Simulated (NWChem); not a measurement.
# hydrogen sulfide (H2S); SMILES S

Computed with NWChem. Medium grid unless said otherwise, to which SCAN and Minnesota functionals are sensitive. Coordinates come from a PBE0/def2-SVP optimisation. Hybrids' shares of exact exchange are those that their runs print; pure functionals count as 0. The functionals differ in more than this share.

```csv
row,share of exact exchange,highest occupied level (eV)
"LDA (Slater exchange, VWN5)/def2-TZVPD",0.00,-6.39
PBE/def2-TZVPD,0.00,-6.29
B3LYP/def2-TZVPD,0.20,-7.31
PBE0/def2-TZVPD,0.25,-7.55
M06-2X/def2-TZVPD,0.54,withheld
Hartree-Fock/def2-TZVPD,1.00,-10.47
```

Task: Fit a straight line of the last column on the one before it, predict the withheld value, and compare with the run.

Result: 
1. Means of the 5 shown rows: x = 0.290, y = -7.602. Slope Σ(x − x̄)(y − ȳ)/Σ(x − x̄)² = -2.797/0.6820 = -4.101; intercept -6.413.
2. The shown rows scatter about the line by 0.085 (root mean square); the largest residual is +0.12, at PBE/def2-TZVPD.
3. At x = 0.54 (M06-2X/def2-TZVPD; inside the shown range) the line gives -8.63.
4. The run gives -8.74, -0.11 from the line, 1.3 times the scatter.
